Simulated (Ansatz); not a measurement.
# BFH4: the cost of one run

Program: Ansatz 0.2.0. Level of theory: UKS PBE/def2-SVP. These are calculated values, not measurements.

### 1 The system as given

Bond lengths: B1–H3 1.163 Å, B1–H4 1.163 Å, B1–H5 1.368 Å, B1–F6 1.679 Å. Angles: H3–B1–H4 124.8°, H3–B1–H5 117.7°, H3–B1–F6 107.9°, H4–B1–H5 117.3°, H4–B1–F6 108.0°, H5–B1–F6 45.3°.

Structure file:

```xyz
6

B    -0.3532    0.0793   -0.2542
H     0.6673    0.9555    0.4359
H    -0.1948    0.0583   -1.4066
H    -1.3887    0.1209    0.2736
H     0.7544   -0.0184    0.5429
F     0.5150   -1.1955    0.4084
```

### 2 Run 1

150 steps of 0.5 fs at constant energy, with velocities drawn for 300 K.

input.yaml reads:

```yaml
crystal:
  periodic: [false, false, false]
  atoms:
    - { symbol: B, position_ang: [-0.3532, 0.0793, -0.2542] }
    - { symbol: H, position_ang: [0.6673, 0.9555, 0.4359] }
    - { symbol: H, position_ang: [-0.1948, 0.0583, -1.4066] }
    - { symbol: H, position_ang: [-1.3887, 0.1209, 0.2736] }
    - { symbol: H, position_ang: [0.7544, -0.0184, 0.5429] }
    - { symbol: F, position_ang: [0.515, -1.1955, 0.4084] }
magnetization:
  spin_polarized: true
basis:
  gaussian: { orbitals: def2-SVP }
hamiltonian:
  xc: pbe
md:
  timestep: 0.5
  n_steps: 150
  ensemble: nve
  temperature: 300.0
  initial_velocities: maxwell_boltzmann
  seed: 288998
```

Launch:

```sh
$ ansatz run input.yaml --threads 1 --pin off --max-ram 2048MiB --backend cpu --events-out ev --progress --plain --runs-dir out
```

**Question.** How long does this run take on 1 thread of Arm Neoverse V1, shared host, and how much memory does it need?

About 2.6 min, with a peak of 0.098 GiB.
